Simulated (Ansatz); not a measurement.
Ansatz (a quantum-chemistry and plane-wave program) input (CCSD(T)/6-31G):

Ansatz 0.2 input:
```yaml
crystal:
  periodic: [false, false, false]
  atoms:
    - {symbol: C, position_ang: [-0.00210137, 1.08174360, 0.12090538]}
    - {symbol: C, position_ang: [0.00074144, -1.08083876, 0.12875855]}
    - {symbol: C, position_ang: [-1.08060230, -0.00189518, -0.13071652]}
    - {symbol: C, position_ang: [1.08196223, 0.00099034, -0.11894741]}
    - {symbol: H, position_ang: [0.00026723, 1.95675874, -0.52885732]}
    - {symbol: H, position_ang: [-0.00819803, 1.41962592, 1.15832029]}
    - {symbol: H, position_ang: [0.00541670, -1.96054058, -0.51463211]}
    - {symbol: H, position_ang: [-0.00447679, -1.41119264, 1.16860008]}
    - {symbol: H, position_ang: [-1.96147548, -0.00072250, 0.51108544]}
    - {symbol: H, position_ang: [-1.40906020, -0.00610522, -1.17116306]}
    - {symbol: H, position_ang: [1.95579155, 0.00450434, 0.53240399]}
    - {symbol: H, position_ang: [1.42173502, -0.00232806, -1.15575731]}
basis:
  gaussian:
    orbitals: 6-31G
magnetization: {spin_polarized: false}
correlation: {method: ccsd_t, electrons: outside_noble_gas}
```

End of the output:

```
integrals: 0.03 GiB planned
764 factors; integrals over basis functions are off by at most 1.7e-4 eV
mean field: 0.14 GiB planned
mean field evaluation 1: about -4244.2574 eV, gradient 2.3e1 eV
mean field evaluation 2: about -4244.2515 eV, gradient 2.3e1 eV
mean field evaluation 4: about -4245.7834 eV, gradient 2.5e0 eV
mean field evaluation 8: about -4245.7998 eV, gradient 4.8e-5 eV
mean field evaluation 16: about -4245.8085 eV, gradient 9.0e-3 eV
mean field -4245.79978461 eV, -156.0302641779 hartree, gradient 7.7e-7 eV, S^2 0.000000; 1 other end points of the search recorded, 0 dependent functions left out
4 core orbitals not correlated
reference -4245.79978461 eV, -156.0302641779 hartree; 12, 12 occupied and 36, 36 virtual orbitals, 764 factors
second order -9.83133797 eV of doubles, -0.00000000 eV of singles
coupled cluster: 0.12 GiB planned
cycle   1  -10.68788538 eV  change   -8.6e-1 eV  update   6.9e-2
cycle   2  -11.09472826 eV  change   -4.1e-1 eV  update   2.5e-2
cycle   3  -11.13542202 eV  change   -4.1e-2 eV  update   6.1e-3
cycle   4  -11.13936439 eV  change   -3.9e-3 eV  update   1.7e-3
cycle   5  -11.13987349 eV  change   -5.1e-4 eV  update   4.3e-4
cycle   6  -11.13988631 eV  change   -1.3e-5 eV  update   1.1e-4
cycle   7  -11.13990716 eV  change   -2.1e-5 eV  update   3.0e-5
perturbative correction -0.26610150 eV, -0.0097790499 hartree
Total energy: -4257.20579327 eV, -156.4494272650 hartree
```
